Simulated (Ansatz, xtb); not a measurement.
## C2HFN2S: 4 structures ranked

4 gas-phase structures of C2HFN2S, from a drawn sample of its isomers (lower ones may exist). Each was relaxed with GFN2-xTB:

A. `Fc1nncs1`, a singlet
B. `Fc1csnn1`, a singlet
C. `Fc1cnns1`, a singlet
D. `Fc1ncns1`, a singlet

Make a reasoned guess at their ranking by r2SCAN-D4/def2-SVP single-point energy.

Calculated order at r2SCAN-D4/def2-SVP: D (0.0), A (64.4), B (88.6), C (117.5) kJ/mol.

Energies above the lowest of each column, in kJ/mol; the last columns are at B3LYP/def2-SVP geometries and were run for some of them only (a dash: not run or not comparable):

```csv
structure,GFN2-xTB,HF/STO-3G,r2SCAN-D4/def2-SVP,B3LYP/def2-SVP,CCSD(T)/def2-SVP + ΔMP2/def2-TZVPP
D,0.0,0.0,0.0,0.0,0.0
A,56.0,40.4,64.4,67.3,75.0
B,73.5,78.8,88.6,87.3,87.5
C,86.1,81.7,117.5,–,–
```

Every level run on D puts it lowest or level with the lowest. Frequencies (B3LYP/def2-SVP) were run for A, B, D alone. ΔMP2 is the change of the MP2 energy from the smaller to the larger basis.

Over these structures GFN2-xTB departs from r2SCAN-D4/def2-SVP by 9.5 kJ/mol on average once a common shift is removed. A GFN2-xTB relaxation took about 0.071 s and the r2SCAN-D4/def2-SVP energy about 1.3 s on a shared host (Ansatz 0.2.0, xtb 6.7.1).
